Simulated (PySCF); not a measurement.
Species: 3-chlorothiophene, `Clc1ccsc1`. The columns A, B, C and D hold Mulliken, IAO, Hirshfeld and ESP-fitted charges (e) of one PBE0/pcSseg-1 density (PySCF), in a shuffled order. Coordinates in Å (GFN2-xTB); the density's dipole moment is (-1.28, 0.29, -0.26) D.

```
atom       x       y       z       A       B       C       D
 Cl1   2.372  -0.963   0.549  -0.065  -0.032  -0.016  -0.082
  C2   0.873  -0.208   0.179  -0.029  -0.011  -0.046  -0.160
  C3  -0.346  -0.923   0.068  -0.079  -0.079  -0.189  +0.051
  C4  -1.383  -0.103  -0.230  -0.290  -0.077  -0.314  -0.264
  S5  -0.894   1.538  -0.378  +0.084  +0.120  +0.365  +0.269
  C6   0.737   1.127  -0.035  -0.214  -0.098  -0.341  -0.178
  H7  -0.425  -1.985   0.205  +0.155  +0.059  +0.175  +0.100
  H8  -2.413  -0.360  -0.373  +0.227  +0.060  +0.180  +0.136
  H9   1.493   1.885  -0.011  +0.212  +0.058  +0.186  +0.127
```

Problem. Which column most likely holds the ESP-fitted charges?

Solution. A. Σ q r misses the density's dipole by 0.08 D (A), 0.54 D (B), 1.52 D (C), 1.78 D (D). Charges fitted to the outside potential are the only set here that is tied to the molecule's multipoles.

Problem. And the Hirshfeld charges?

Solution. B. The mean sizes are 0.066 e (B), 0.151 e (A), 0.152 e (D), 0.201 e (C), and Hirshfeld charges are commonly the smallest of these schemes.

As computed, A = ESP-fitted, B = Hirshfeld, C = IAO, D = Mulliken. Hydrogens on carbon: ESP-fitted +0.15 to +0.23, Hirshfeld +0.06 to +0.06, IAO +0.18 to +0.19, Mulliken +0.10 to +0.14 e.

The ESP scheme fits charges at the nuclei, held to the total charge, to the electrostatic potential on points at 1.4 to 2.0 times the van der Waals radii. The IAO scheme projects the occupied orbitals on a minimal set of polarised atomic orbitals and counts the electrons in each atom's part of it.

Geometry: GFN2-xTB; no solvent, vibrations or thermal averaging.
